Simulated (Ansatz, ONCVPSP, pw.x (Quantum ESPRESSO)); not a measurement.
# W: one change to the ONCV potential, in the atom and in the bcc crystal

* Element: tungsten (W)
* Generator: ONCVPSP 4.0.1.1 (patched build)
* Type: optimised norm-conserving Vanderbilt (ONCV)
* Functional: PBE
* Relativity: scalar-relativistic
* Frozen core: [Xe] 4f14
* Valence charge: 6
* Reference configuration: 5d4 6s2
* Partial waves: 6s: rc 2.85 bohr, ncon 4, nbas 7, qcut 2.4 1/bohr, 2 projectors, debl 3.3 Ha; p scattering state at 0.13 Ha: rc 2.45 bohr, ncon 4, nbas 7, qcut 2.9 1/bohr, 2 projectors, debl 2.7 Ha; 5d: rc 2.80 bohr, ncon 4, nbas 9, qcut 5 1/bohr, 2 projectors, debl 1.7 Ha
* Local potential: polynomial inside 1.65 bohr (lpopt 5, dvloc0 2 Ha)
* Core correction: Teter function, fcfact 4, rcfact 1.05

Change: s: qcut 2; p: qcut 2.4; d: qcut 4.2.

Cutoffs, loose and tight: the cutoffs (Ha) at which the residual kinetic energy of the hardest occupied pseudo-wave falls to 1 and 0.1 mHa per electron. They do not see the model core or the augmentation charge, which bear on the density cutoff. Test errors are all-electron minus pseudo excitation energies from the reference, over the configurations 5d4 6s1; 5d4 6s0; 5d3 6s0; 5d4 6s1.5; variants that change the core or the reference have their own tests.

Crystal test: bcc W in pw.x 7.5, no spin, 14³ k-points, Fermi–Dirac smearing 0.01 Ry, cutoffs set for each file from its atomic test. The reference is all-electron LAPW (Ansatz 0.2.0) with the same functional, mesh and smearing; V0 and B0 come from Birch–Murnaghan fits to the pressures at five volumes. Errors are pseudo minus all-electron; Δ is the rms difference of the E(V) curves that follow from these fits, minima aligned, over ±6 % about the mean V0. Mesh and smearing are coarse, so the numbers serve the comparison and aren't converged zero-temperature values; the lattice is a test structure that the element need not adopt.

All-electron: a0 = 3.184 Å (V0 = 16.15 Å³/atom), B0 = 300.6 GPa.

Problem. Does the change bring the crystal closer to the all-electron result?

Solution. The mean pressure error goes from -7.31 to -8.81 GPa, so the change moves the solid further from the all-electron pressures.

```tsv
quantity	base	changed
outcome (atom)	generated	generated
cutoff, loose (atom)	9.6 Ha	8.9 Ha
cutoff, tight (atom)	12 Ha	24 Ha
bound ghosts (atom)	none	none
largest test error (meV) (atom)	+132	+102
cutoffs in pw.x (Ry)	50/200	55/220
a0 (Å)	3.157	3.151
a0 error (%)	-0.85	-1.04
B0 error (%)	-2.7	-2.5
Δ (meV/atom)	26.9	32.6
mean pressure error (GPa)	-7.31	-8.81
```

Base: The largest radius (2.85 bohr) exceeds half the bond length (2.60 bohr), so the spheres overlap, which is one possible source of error among others. This is a poor potential for the solid. The generator flags a localised state at positive energy (s at 37 eV). The cutoffs count occupied waves only; projector 2 of the p channel, the hardest unoccupied one, needs 36 Ha at the loose tolerance. Changed file: The largest radius (2.85 bohr) exceeds half the bond length (2.60 bohr), so the spheres overlap, which is one possible source of error among others. This is a poor potential for the solid. The generator flags a localised state at positive energy (s at 35 eV). The cutoffs count occupied waves only; projector 2 of the p channel, the hardest unoccupied one, needs 36 Ha at the loose tolerance.
